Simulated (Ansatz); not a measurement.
# AlH₄S+ (SMILES [AlH2][SH2+]): single points off equilibrium

An exercise on one series of results from a longer session: the logs are not shown, and one member is left open.

Computed with Ansatz 0.2.0, Gaussian basis. Level: single points in def2-TZVPP.

Correlated methods freeze the cores.

## Where the work starts

SMILES `[AlH2][SH2+]`, 6 atoms, charge 1, spin multiplicity 1.

Atoms are counted from 1 here; the program's logs count them from 0.

Bond lengths: Al1–S2 2.255 Å, Al1–H3 1.719 Å, Al1–H4 1.657 Å, S2–H5 1.282 Å, S2–H6 1.246 Å. Angles: S2–Al1–H3 131.9°, S2–Al1–H4 102.3°, H3–Al1–H4 125.2°, Al1–S2–H5 107.1°, Al1–S2–H6 94.9°, H5–S2–H6 96.4°.

Geometry (Å):

```xyz
6
charge 1, multiplicity 1
Al   -0.2664   -1.0070    0.1057
S    -0.4705    1.2184   -0.1989
H    -1.4055   -2.2892   -0.0029
H     1.3756   -1.1964    0.2262
H     0.5302    1.5953   -0.9060
H     0.0169    1.5228    0.9068
```

The first run:

Contents of run/in.yaml:

```yaml
crystal:
  periodic: [false, false, false]
  atoms:
    - {symbol: Al, position_ang: [-0.266400, -1.007000, 0.105700]}
    - {symbol: S, position_ang: [-0.470500, 1.218400, -0.198900]}
    - {symbol: H, position_ang: [-1.405500, -2.289200, -0.002900]}
    - {symbol: H, position_ang: [1.375600, -1.196400, 0.226200]}
    - {symbol: H, position_ang: [0.530200, 1.595300, -0.906000]}
    - {symbol: H, position_ang: [0.016900, 1.522800, 0.906800]}
basis:
  gaussian: {orbitals: def2-TZVPP}
total_charge: 1
correlation: {method: ccsd_t}
output: {forces: true}
```

No record of the launch command was kept for these runs.

Among the steps run: CCSD(T)/def2-TZVPP; PBE0-D4/def2-TZVPP; wB97M-V/def2-TZVPP; r2SCAN-D4/def2-TZVPP; PBE-D4/def2-TZVPP; BHLYP-D4/def2-TZVPP; LC-wPBE/def2-TZVPP.

One table of the session follows, with a row left open; its other results are not shown here.

| method | RMS force component (eV/Å) | angle to CCSD(T) forces (°) |
| --- | --- | --- |
| CCSD(T) | 1.717 | reference |
| PBE0-D4 | 1.739 | 2.7 |
| wB97M-V | 1.739 | 1.5 |
| r2SCAN-D4 | 1.745 | 2.6 |
| PBE-D4 | ? | ? |
| BHLYP-D4 | 1.680 | 3.4 |
| LC-wPBE | 1.713 | 2.6 |

Q: Estimate the row for PBE-D4 from the others.

**Answer.** RMS force component (eV/Å): 1.807; angle to CCSD(T) forces (°): 5.8. In the column «RMS force component (eV/Å)» it is the highest.
